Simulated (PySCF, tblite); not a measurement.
# C₂H₈N₂: protonation, part 2 of 3

tblite 0.8.0 and PySCF 2.14.0. Atoms count from 0.

## 8. Vibrational analysis with GFN2-xTB

Job settings and geometry (Å):

```
{"job": {"kind": "ir", "xc": "GFN2-xTB", "basis": "xTB"}, "charge": 1, "multiplicity": 1}
N      0.922812    -1.143835     0.381112
C      0.786233     0.288910     0.703299
C     -0.682710     0.620452     0.352295
N     -0.998561    -0.226436    -0.802607
H      1.829083    -1.403319    -0.001791
H      0.029709    -1.125961    -0.404047
H      1.009600     0.513917     1.743979
H      1.462891     0.860891     0.068076
H     -1.332947     0.343798     1.182971
H     -0.804094     1.686298     0.161872
H     -0.800134     0.232127    -1.686560
H     -1.958586    -0.549975    -0.814591
H      0.705125    -1.751994     1.169921
```

Output:

```text
mode    cm-1     km/mol
  1     173.8     69.87
  2     347.6    161.47
  3     408.5   1051.93
  4     546.8      7.91
  5     589.4      7.33
  6     816.2    750.63
  7     848.8     38.10
  8     901.7     17.00
  9     946.9     59.33
 10     999.4     45.82
 11    1030.2    125.96
 12    1051.9    828.75
 13    1082.8     28.27
 14    1105.1    119.47
 15    1186.7      3.59
 16    1205.0     24.12
 17    1249.3    130.67
 18    1308.8     31.39
 19    1323.1      1.38
 20    1399.8    123.69
 21    1449.4     29.13
 22    1461.6     20.02
 23    1474.3    124.60
 24    1503.6     54.17
 25    1688.3    362.15
 26    3010.4      2.05
 27    3024.3      6.00
 28    3027.2      5.11
 29    3049.0      2.25
 30    3363.1     34.70
 31    3388.3     45.54
 32    3406.0     13.00
 33    3436.7     22.11
ZPE 309.857  H(298)-E 325.327  G(298)-E 238.839 kJ/mol  S 290.08 J/(mol K)
```

It took 0.24 s on 1 thread of Arm Neoverse V1, shared host.

Which atoms move in the most intense modes:

| cm⁻¹ | km/mol | atoms |
| --- | --- | --- |
| 348 | 161.5 | H11 29 %, H12 20 %, H10 19 %, H4 14 % |
| 408 | 1051.9 | H5 36 %, N3 22 %, H10 13 %, N0 13 % |
| 816 | 750.6 | H5 31 %, N3 23 %, N0 19 % |
| 1030 | 126.0 | H4 28 %, H12 17 %, N3 15 %, C2 14 % |
| 1052 | 828.8 | H11 29 %, H4 15 %, H10 12 %, N3 12 % |
| 1249 | 130.7 | H9 21 %, H7 15 %, H8 12 %, H10 11 % |
| 1474 | 124.6 | H12 28 %, H4 27 %, H7 17 %, H6 16 % |
| 1688 | 362.1 | H5 95 % |

## 9. Optimising the geometry at PBE0-D3(BJ)/def2-SVP

This step treats C2H9N2+, `NCC[NH3+]`.

The job, as its differences from that of step 8:

```diff
@@ -1,2 +1,2 @@
-{"job": {"kind": "ir", "xc": "GFN2-xTB", "basis": "xTB"}, "charge": 1, "multiplicity": 1}
+{"job": {"xc": "PBE0", "basis": "def2-SVP", "d3": "d3bj", "grid": 1, "kind": "geom"}, "charge": 1, "multiplicity": 1}
 N      0.922812    -1.143835     0.381112
```

Output:

```text
step   0  E = -190.54374906  max force = 0.009222
step   1  E = -190.54437642  max force = 0.023509
step   2  E = -190.54475047  max force = 0.009750
step   3  E = -190.54567580  max force = 0.004056
step   4  E = -190.54592956  max force = 0.004118
step   5  E = -190.54600667  max force = 0.000694
step   6  E = -190.54602661  max force = 0.000216
step   7  E = -190.54602623  max force = 0.000080
optimisation converged
```

Wall time 23 s (1 thread of Arm Neoverse V1, shared host).

The steps of the relaxation:

| step | energy from step 0 (eV) | largest force component (eV/Å) |
| --- | --- | --- |
| 0 | 0.0000 | 0.4742 |
| 1 | -0.0171 | 1.2089 |
| 2 | -0.0272 | 0.5014 |
| 3 | -0.0524 | 0.2086 |
| 4 | -0.0593 | 0.2118 |
| 5 | -0.0614 | 0.0357 |
| 6 | -0.0620 | 0.0111 |
| 7 | -0.0620 | 0.0041 |

Close pairs (by a distance rule), those that changed most:

| bond | before (Å) | after (Å) | change (Å) |
| --- | --- | --- | --- |
| N0–H5 | 1.189 | 1.088 | -0.101 |
| N0–C1 | 1.475 | 1.487 | +0.012 |
| C2–H9 | 1.090 | 1.101 | +0.012 |
| C2–H8 | 1.091 | 1.101 | +0.011 |
| C2–N3 | 1.467 | 1.456 | -0.010 |
| C1–C2 | 1.546 | 1.536 | -0.010 |
| C1–H6 | 1.088 | 1.097 | +0.009 |
| C1–H7 | 1.090 | 1.099 | +0.009 |

The final coordinates are the input of the step that follows.

| at the end point | value |
| --- | --- |
| point group (found at 0.08 Å tolerance) | C1 |
| rotational constants (GHz, main isotopes) | 12.275, 6.011, 4.619 |

## 10. Harmonic vibrations (C2H9N2+): PBE0-D3(BJ)/def2-SVP

Job settings and geometry (Å):

```
{"job": {"xc": "PBE0", "basis": "def2-SVP", "d3": "d3bj", "grid": 2, "kind": "hessian"}, "charge": 1, "multiplicity": 1}
N      0.917687    -1.165617     0.442443
C      0.759083     0.291809     0.688711
C     -0.694554     0.613877     0.311251
N     -1.017592    -0.170816    -0.872010
H      1.854419    -1.449579     0.143562
H      0.182847    -1.280572    -0.352236
H      1.005660     0.548528     1.726665
H      1.465032     0.811263     0.025101
H     -1.365810     0.314206     1.131103
H     -0.808648     1.702133     0.189158
H     -0.815034     0.324013    -1.740687
H     -1.996729    -0.447705    -0.906314
H      0.644038    -1.746122     1.241864
```

Output:

```text
coarse grid: 9880 points
cycle   1  E = -190.5129350595  dE =  5.062e-01  |g| = 2.597e-01  |ddm| = 3.258e+00
cycle   2  E = -190.5137328419  dE = -7.978e-04  |g| = 2.805e-01  |ddm| = 5.965e-01
cycle   3  E = -190.5308389825  dE = -1.711e-02  |g| = 4.972e-02  |ddm| = 2.872e-01
cycle   4  E = -190.5313477481  dE = -5.088e-04  |g| = 7.218e-03  |ddm| = 4.417e-02
cycle   5  E = -190.5313585917  dE = -1.084e-05  |g| = 3.368e-03  |ddm| = 9.817e-03
cycle   6  E = -190.5313613020  dE = -2.710e-06  |g| = 4.344e-04  |ddm| = 3.025e-03
final grid: 92752 points
cycle   7  E = -190.5459903632  dE = -3.879e-05  |g| = 7.706e-03  |ddm| = 2.374e-02
cycle   8  E = -190.5459858180  dE =  4.545e-06  |g| = 9.028e-03  |ddm| = 1.417e-02
cycle   9  E = -190.5460046509  dE = -1.883e-05  |g| = 4.111e-04  |ddm| = 7.693e-03
cycle  10  E = -190.5460046790  dE = -2.813e-08  |g| = 2.213e-04  |ddm| = 5.122e-04
cycle  11  E = -190.5460046897  dE = -1.064e-08  |g| = 3.357e-05  |ddm| = 2.087e-04
cycle  12  E = -190.5460046899  dE = -2.102e-10  |g| = 1.273e-05  |ddm| = 4.091e-05
cycle  13  E = -190.5460046899  dE = -3.479e-11  |g| = 1.739e-06  |ddm| = 1.041e-05
converged SCF energy = -190.5460046899

mode    cm-1
  1     197.7
  2     346.5
  3     378.4
  4     509.5
  5     581.1
  6     843.7
  7     883.3
  8     925.1
  9     944.9
 10    1025.7
 11    1046.9
 12    1103.7
 13    1131.9
 14    1256.4
 15    1293.1
 16    1315.9
 17    1359.3
 18    1405.8
 19    1421.6
 20    1477.8
 21    1480.9
 22    1599.9
 23    1635.4
 24    1667.8
 25    2624.4
 26    3090.2
 27    3119.6
 28    3150.8
 29    3198.8
 30    3496.1
 31    3549.6
 32    3572.2
 33    3631.8
ZPE 330.563  H(298)-E 345.875  G(298)-E 259.581 kJ/mol  S 289.43 J/(mol K)
```

Run time: 2.2 min. Hardware: 1 thread of Arm Neoverse V1, shared host; peak memory 1.5 GiB.

Zero-point energy 330.56 kJ/mol (xTB gave 309.86).

## 11. Single point (C₂H₉N₂+): wB97X-D3(BJ)/def2-TZVP

Geometry: PBE0-D3(BJ)/def2-SVP.

The job, as its differences from that of step 10:

```diff
@@ -1,2 +1,2 @@
-{"job": {"xc": "PBE0", "basis": "def2-SVP", "d3": "d3bj", "grid": 2, "kind": "hessian"}, "charge": 1, "multiplicity": 1}
+{"job": {"kind": "sp", "xc": "wB97X", "basis": "def2-TZVP", "d3": "d3bj", "grid": 2}, "charge": 1, "multiplicity": 1}
 N      0.917687    -1.165617     0.442443
```

Output:

```text
coarse grid: 9880 points
cycle   1  E = -191.0447274991  dE =  7.192e-01  |g| = 3.323e-01  |ddm| = 2.259e+00
cycle   2  E = -191.0683487444  dE = -2.362e-02  |g| = 2.323e-01  |ddm| = 4.532e-01
cycle   3  E = -191.0783991123  dE = -1.005e-02  |g| = 4.971e-02  |ddm| = 1.352e-01
cycle   4  E = -191.0789242994  dE = -5.252e-04  |g| = 1.059e-02  |ddm| = 5.505e-02
cycle   5  E = -191.0789503426  dE = -2.604e-05  |g| = 4.131e-03  |ddm| = 1.384e-02
cycle   6  E = -191.0789546082  dE = -4.266e-06  |g| = 6.880e-04  |ddm| = 5.640e-03
final grid: 92752 points
cycle   7  E = -191.0605009351  dE = -6.136e-05  |g| = 2.858e-03  |ddm| = 2.618e-02
cycle   8  E = -191.0605023027  dE = -1.368e-06  |g| = 1.707e-03  |ddm| = 3.334e-03
cycle   9  E = -191.0605029142  dE = -6.115e-07  |g| = 3.246e-04  |ddm| = 1.167e-03
cycle  10  E = -191.0605029450  dE = -3.086e-08  |g| = 7.188e-05  |ddm| = 3.684e-04
cycle  11  E = -191.0605029463  dE = -1.233e-09  |g| = 2.873e-05  |ddm| = 8.627e-05
converged SCF energy = -191.0605029463
```

Run time: 6.5 s. Hardware: 1 thread of Arm Neoverse V1, shared host; peak memory 0.62 GiB.

## 12. Single point (C2H8N2): wB97X-D3(BJ)/def2-TZVP in cyclohexane

Geometry: PBE0-D3(BJ)/def2-SVP.

Job settings and geometry (Å):

```
{"job": {"kind": "sp", "xc": "wB97X", "basis": "def2-TZVP", "d3": "d3bj", "grid": 2, "solvent": "cyclohexane"}, "charge": 0, "multiplicity": 1}
N      0.896445    -1.229704     0.433676
C      0.795859     0.216144     0.532547
C     -0.632504     0.667616     0.276638
N     -1.091908     0.187221    -1.014939
H      1.795126    -1.549378     0.786896
H      0.876433    -1.495951    -0.549734
H      1.082953     0.522637     1.552039
H      1.464139     0.758841    -0.168681
H     -1.262424     0.332530     1.127476
H     -0.657004     1.769980     0.273682
H     -1.970268     0.632647    -1.269204
H     -1.298770    -0.808004    -0.942187
```

Output:

```text
final grid: 87376 points
cycle   1  E = -190.6856082754  dE = -1.425e-04  |g| = 7.417e-03  |ddm| = 5.620e-02
cycle   2  E = -190.6856214118  dE = -1.314e-05  |g| = 5.668e-03  |ddm| = 1.632e-02
cycle   3  E = -190.6856282864  dE = -6.875e-06  |g| = 1.076e-03  |ddm| = 4.471e-03
cycle   4  E = -190.6856290336  dE = -7.473e-07  |g| = 3.579e-04  |ddm| = 3.715e-03
cycle   5  E = -190.6856291162  dE = -8.258e-08  |g| = 1.364e-04  |ddm| = 1.363e-03
cycle   6  E = -190.6856291242  dE = -8.001e-09  |g| = 3.475e-05  |ddm| = 3.128e-04
converged SCF energy = -190.6856291242
```

It took 5.6 s on 1 thread of Arm Neoverse V1, shared host; peak memory 0.69 GiB.

## 13. Single point (C₂H₉N₂+): wB97X-D3(BJ)/def2-TZVP in cyclohexane

Geometry: PBE0-D3(BJ)/def2-SVP.

Job settings and geometry (Å):

```
{"job": {"kind": "sp", "xc": "wB97X", "basis": "def2-TZVP", "d3": "d3bj", "grid": 2, "solvent": "cyclohexane"}, "charge": 1, "multiplicity": 1}
N      0.917687    -1.165617     0.442443
C      0.759083     0.291809     0.688711
C     -0.694554     0.613877     0.311251
N     -1.017592    -0.170816    -0.872010
H      1.854419    -1.449579     0.143562
H      0.182847    -1.280572    -0.352236
H      1.005660     0.548528     1.726665
H      1.465032     0.811263     0.025101
H     -1.365810     0.314206     1.131103
H     -0.808648     1.702133     0.189158
H     -0.815034     0.324013    -1.740687
H     -1.996729    -0.447705    -0.906314
H      0.644038    -1.746122     1.241864
```

Output:

```text
final grid: 92752 points
cycle   1  E = -191.1113681822  dE = -1.725e-04  |g| = 6.354e-03  |ddm| = 7.399e-02
cycle   2  E = -191.1113784284  dE = -1.025e-05  |g| = 4.260e-03  |ddm| = 1.687e-02
cycle   3  E = -191.1113821628  dE = -3.734e-06  |g| = 8.916e-04  |ddm| = 3.758e-03
cycle   4  E = -191.1113824651  dE = -3.023e-07  |g| = 2.513e-04  |ddm| = 2.913e-03
cycle   5  E = -191.1113824834  dE = -1.830e-08  |g| = 8.320e-05  |ddm| = 6.205e-04
cycle   6  E = -191.1113824851  dE = -1.674e-09  |g| = 1.364e-05  |ddm| = 8.490e-05
converged SCF energy = -191.1113824851
```

It took 6.4 s on 1 thread of Arm Neoverse V1, shared host; peak memory 0.71 GiB.

## 14. Protonation: wB97X-D3(BJ)/def2-TZVP

This step combines the energies above: geometries from PBE0-D3(BJ)/def2-SVP, zero-point and thermal terms from PBE0-D3(BJ)/def2-SVP.

Job settings and geometry (Å):

```
{"job": {"kind": "pa", "geom": {"xc": "PBE0", "basis": "def2-SVP", "d3": "d3bj", "grid": 1}, "hess": 1, "level": {"xc": "wB97X", "basis": "def2-TZVP", "d3": "d3bj", "solvents": ["cyclohexane"]}}, "charge": 0, "multiplicity": 1}
N      0.896445    -1.229704     0.433676
C      0.795859     0.216144     0.532547
C     -0.632504     0.667616     0.276638
N     -1.091908     0.187221    -1.014939
H      1.795126    -1.549378     0.786896
H      0.876433    -1.495951    -0.549734
H      1.082953     0.522637     1.552039
H      1.464139     0.758841    -0.168681
H     -1.262424     0.332530     1.127476
H     -0.657004     1.769980     0.273682
H     -1.970268     0.632647    -1.269204
H     -1.298770    -0.808004    -0.942187
```

Output (the driver's rows laid out field by field):

```text
protonation site by site, wB97X-D3(BJ)/def2-TZVP // PBE0-D3(BJ)/def2-SVP

row 1
  formula                 C2H9N2
  charge                  1
  multiplicity            1
  smiles                  NCC[NH3+]
  kept                    yes
  pieces                  1
  point_group             C1
  atom                    0
  element                 N
  electronic              995.06
  enthalpy                964.87
  free_energy             931.08
  solution                cyclohexane 1053.83
  share_gas               1.0
  share_solution          cyclohexane 1.0
```

Run time: 5.1 min. Hardware: 1 thread of Arm Neoverse V1, shared host; peak memory 0.71 GiB.

Energy given off on adding a proton (kJ/mol, gas phase, 298 K for the thermal columns):

| site | product | electronic | enthalpy | free energy |
| --- | --- | --- | --- | --- |
| N0 | NCC[NH3+] | 995.1 | 964.9 | 931.1 |

Free energies in a continuum (kJ/mol, same sign; the bare proton is left unsolvated, so these are no solution acidities or basicities): cyclohexane: N0 1053.8.

## 15. Single point (C₂H₈N₂): HSE06/cc-pVDZ

Geometry: PBE0-D3(BJ)/def2-SVP.

The job, as its differences from that of step 14:

```diff
@@ -1,2 +1,2 @@
-{"job": {"kind": "pa", "geom": {"xc": "PBE0", "basis": "def2-SVP", "d3": "d3bj", "grid": 1}, "hess": 1, "level": {"xc": "wB97X", "basis": "def2-TZVP", "d3": "d3bj", "solvents": ["cyclohexane"]}}, "charge": 0, "multiplicity": 1}
+{"job": {"kind": "sp", "xc": "HSE06", "basis": "cc-pVDZ", "grid": 2, "scf": {"diis_space": 4}}, "charge": 0, "multiplicity": 1}
 N      0.896445    -1.229704     0.433676
```

Output:

```text
final grid: 87376 points
cycle   1  E = -190.2642408105  dE =  2.791e-01  |g| = 4.562e-01  |ddm| = 5.864e+00
cycle   2  E = -190.2340091012  dE =  3.023e-02  |g| = 5.918e-01  |ddm| = 1.617e+00
cycle   3  E = -190.3141201932  dE = -8.011e-02  |g| = 3.698e-02  |ddm| = 9.092e-01
cycle   4  E = -190.3144065442  dE = -2.864e-04  |g| = 1.103e-02  |ddm| = 6.109e-02
cycle   5  E = -190.3144323001  dE = -2.576e-05  |g| = 4.952e-03  |ddm| = 2.391e-02
cycle   6  E = -190.3144374680  dE = -5.168e-06  |g| = 5.823e-04  |ddm| = 7.978e-03
cycle   7  E = -190.3144376893  dE = -2.213e-07  |g| = 1.178e-04  |ddm| = 1.160e-03
cycle   8  E = -190.3144376911  dE = -1.806e-09  |g| = 8.677e-05  |ddm| = 2.998e-04
converged SCF energy = -190.3144376911
```

Run time: 5 s. Hardware: 1 thread of Arm Neoverse V1, shared host; peak memory 0.51 GiB.

## 16. Single point (C₂H₉N₂+): HSE06/cc-pVDZ

Geometry: PBE0-D3(BJ)/def2-SVP.

Job settings and geometry (Å):

```
{"job": {"kind": "sp", "xc": "HSE06", "basis": "cc-pVDZ", "grid": 2, "scf": {"diis_space": 4}}, "charge": 1, "multiplicity": 1}
N      0.917687    -1.165617     0.442443
C      0.759083     0.291809     0.688711
C     -0.694554     0.613877     0.311251
N     -1.017592    -0.170816    -0.872010
H      1.854419    -1.449579     0.143562
H      0.182847    -1.280572    -0.352236
H      1.005660     0.548528     1.726665
H      1.465032     0.811263     0.025101
H     -1.365810     0.314206     1.131103
H     -0.808648     1.702133     0.189158
H     -0.815034     0.324013    -1.740687
H     -1.996729    -0.447705    -0.906314
H      0.644038    -1.746122     1.241864
```

Output:

```text
final grid: 92752 points
cycle   1  E = -190.6805351588  dE =  5.357e-01  |g| = 2.738e-01  |ddm| = 6.031e+00
cycle   2  E = -190.6764893973  dE =  4.046e-03  |g| = 3.220e-01  |ddm| = 1.020e+00
cycle   3  E = -190.6998525992  dE = -2.336e-02  |g| = 5.451e-02  |ddm| = 5.118e-01
cycle   4  E = -190.7004681830  dE = -6.156e-04  |g| = 1.119e-02  |ddm| = 8.465e-02
cycle   5  E = -190.7004949204  dE = -2.674e-05  |g| = 4.776e-03  |ddm| = 2.561e-02
cycle   6  E = -190.7005003267  dE = -5.406e-06  |g| = 4.538e-04  |ddm| = 7.566e-03
cycle   7  E = -190.7005003714  dE = -4.463e-08  |g| = 1.673e-04  |ddm| = 9.506e-04
cycle   8  E = -190.7005003780  dE = -6.634e-09  |g| = 2.464e-05  |ddm| = 3.003e-04
converged SCF energy = -190.7005003780
```

Wall time 5.8 s (1 thread of Arm Neoverse V1, shared host); peak memory 0.52 GiB.

## 17. Single point (C2H8N2): HSE06/cc-pVDZ in toluene

Geometry: PBE0-D3(BJ)/def2-SVP.

Job settings and geometry (Å):

```
{"job": {"kind": "sp", "xc": "HSE06", "basis": "cc-pVDZ", "grid": 2, "solvent": "toluene", "scf": {"diis_space": 4}}, "charge": 0, "multiplicity": 1}
N      0.896445    -1.229704     0.433676
C      0.795859     0.216144     0.532547
C     -0.632504     0.667616     0.276638
N     -1.091908     0.187221    -1.014939
H      1.795126    -1.549378     0.786896
H      0.876433    -1.495951    -0.549734
H      1.082953     0.522637     1.552039
H      1.464139     0.758841    -0.168681
H     -1.262424     0.332530     1.127476
H     -0.657004     1.769980     0.273682
H     -1.970268     0.632647    -1.269204
H     -1.298770    -0.808004    -0.942187
```

Output:

```text
final grid: 87376 points
cycle   1  E = -190.2708964398  dE =  2.726e-01  |g| = 4.463e-01  |ddm| = 5.863e+00
cycle   2  E = -190.2447777015  dE =  2.612e-02  |g| = 5.679e-01  |ddm| = 1.575e+00
cycle   3  E = -190.3182295066  dE = -7.345e-02  |g| = 3.506e-02  |ddm| = 8.718e-01
cycle   4  E = -190.3184809201  dE = -2.514e-04  |g| = 1.087e-02  |ddm| = 5.661e-02
cycle   5  E = -190.3185053601  dE = -2.444e-05  |g| = 4.864e-03  |ddm| = 2.385e-02
cycle   6  E = -190.3185105631  dE = -5.203e-06  |g| = 4.028e-04  |ddm| = 7.677e-03
cycle   7  E = -190.3185106036  dE = -4.052e-08  |g| = 8.194e-05  |ddm| = 7.939e-04
cycle   8  E = -190.3185106046  dE = -9.794e-10  |g| = 5.561e-05  |ddm| = 1.984e-04
converged SCF energy = -190.3185106046
```

Run time: 4 s. Hardware: 1 thread of Arm Neoverse V1, shared host; peak memory 0.6 GiB.

[end of part 2 of 3]
